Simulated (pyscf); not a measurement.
Four-centre exchange: `[NH2][GaH2]` + `[OH][SiH3]` → `[NH2][GaH][O][SiH3]` + `[H][H]`

Gas phase, singlet surface, charge 0. Bonds broken: Ga2–H5, O7–H9. Bonds formed: Ga2–O7, H5–H9. Single points on ωB97X-D3(BJ)/def2-SVP structures (PySCF, gas phase).

Transition state (Å):

```xyz
12

N     -2.1911    -1.5601     1.2095
Ga    -1.0837    -0.1451     1.4677
H     -1.9412    -2.3415     0.6142
H     -2.8829    -1.8311     1.8987
H      0.6844    -0.5854     1.4655
H     -1.3523     1.0528     2.4191
O     -0.2532     0.3772    -0.2548
Si    -0.2096     1.7899    -1.1508
H      0.5518    -0.1317     0.5430
H     -1.5928     2.3386    -1.2389
H      0.3089     1.5077    -2.5180
H      0.6762     2.7967    -0.4950
```

One imaginary mode, 1343i cm⁻¹; descent along it reached the two sides named, in the forms told below.

| bond | change | reactant side (Å) | saddle | product side |
|---|---|---|---|---|
| Ga2–H5 | breaks | 1.574 | 1.822 | 2.9 |
| O7–H9 | breaks | 0.965 | 1.242 | 2.7 |
| Ga2–O7 | forms | 2.217 | 1.982 | 1.792 |
| H5–H9 | forms | 2.8 | 1.037 | 0.761 |

Electronic energies relative to the separated reactants (kJ/mol):

```tsv
level	barrier	reaction energy	reverse barrier
ωB97X-D3(BJ)/def2-TZVP	49.3	-67.7	117.0
PBE/def2-TZVP	45.8	-50.7	96.5
r²SCAN/def2-TZVP	39.8	-63.4	103.2
B3LYP-D3(BJ)/def2-TZVP	52.9	-61.8	114.7
PBE0-D3(BJ)/def2-TZVP	46.2	-55.1	101.4
M06-2X/def2-TZVP	41.4	-79.6	120.9
ωB97M-D3(BJ)/def2-TZVP	59.6	-55.8	115.4
HF/def2-TZVP	108.6	-55.0	163.6
```

With ωB97M-D3(BJ)/def2-TZVP energies and thermal terms (ideal gas, 1 atm, RRHO with modes under 100 cm⁻¹ raised to 100, one conformer, R ln 2 for rigid chiral ones), in kJ/mol:

| T (K) | ΔH‡ | ΔG‡ | ΔH | ΔG |
|---|---|---|---|---|
| 298 | 52.6 | 97.3 | -64.6 | -55.6 |
| 600 | 54.0 | 142.2 | -59.6 | -48.5 |
| 900 | 56.7 | 185.8 | -56.1 | -43.8 |
| 1200 | 60.1 | 228.3 | -53.6 | -40.1 |

On the reactant side the descent ends in an adduct with a Ga–O contact, 42.3 kJ/mol under the separated species and 91.5 kJ/mol under the saddle at ωB97X-D3(BJ)/def2-TZVP. What is counted as formed (Ga–O) is already present as a longer contact in the reactant adduct; forming that adduct is a step of its own. At the saddle there is also a short Ga–H contact that neither side keeps. This is the saddle that the search found; another between the same sides may lie lower. Elements up to Kr have no core potential and no relativistic terms here.
